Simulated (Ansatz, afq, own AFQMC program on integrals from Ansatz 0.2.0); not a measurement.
# Where AFQMC and coupled cluster stand for CH2Se, singlet

```xyz
4

C     0.0000    0.0000    1.1705
Se    0.0000    0.0000   -0.2225
H     0.0000    0.9241    1.7431
H     0.0000   -0.9241    1.7431
```

Connectivity, by distances: CH2–Se.

Basis cc-pVDZ. Noble-gas cores (and the filled d shells of Ga–Kr and In–Xe) are frozen. Integrals, coupled cluster, full CI and functionals: Ansatz 0.2.0; the random walks run on the same integrals in our own AFQMC program. The CISD trial takes its coefficients from CCSD amplitudes. Released means that phaseless walkers are propagated on without the constraint, phases kept. Free projection: walkers drawn from exp(T), propagated without any constraint. Its projection time is finite, and what remains of the start isn't in its error. Error bars are statistical, one sigma. No spin–orbit coupling.

Determinant: RHF, the one that the program's search chose, which needn't be the lowest solution. The geometry is a point of a scan.

No full CI on the walks' own integrals is used here; CCSDT(Q) serves as the reference and is uncertain by about the last step of the cluster series.

Cautions: no relativity below Rb; no spin-orbit coupling; inner d shell frozen.

The T1 diagnostic is 0.0094. The weight of the determinant in the CISD state is 0.888 and the size of the correlated space is 12 electrons in 36 orbitals.

```tsv
level	correlation energy (eV)
MP2	-6.5678
CCSD	-7.2044
CCSD(T)	-7.4177
```

(1) Estimate where free-projection AFQMC lies against CCSD(T) on the same integrals.

(1) 0.62 ± 0.54 mEh below CCSD(T). The gap is under twice the noise, so this walk alone can't tell the two apart.

Reference: CCSDT(Q), correlation energy -7.445 eV. The released energy is read at 2.40 1/Eh (meV from the phaseless value at times in 1/Eh: -10 ± 13 at 0.24, 4 ± 11 at 0.51, -10 ± 10 at 0.99, -5 ± 12 at 1.62, -23 ± 17 at 2.40).

```tsv
level	E − E(reference) (mEh)	share of correlation (%)
CCSD(T)	1.02	99.63
CCSDT	0.56	99.79
ph-AFQMC/CISD	-0.09 ± 0.40	100.03
released AFQMC	-0.95 ± 0.62	100.35
free AFQMC	0.40 ± 0.54	99.85
```

Free projections are given only where their last times agree within the noise and don't stop above the reference; a slow remainder of the start can still hide under it. A walk keeps the symmetry of its determinant, which the program's search chose and which needn't be the lowest solution, so a lower state of the same spin and another symmetry isn't excluded. Released energies are given only where the last usable release times agree within the noise; a slower fall can still hide under it.
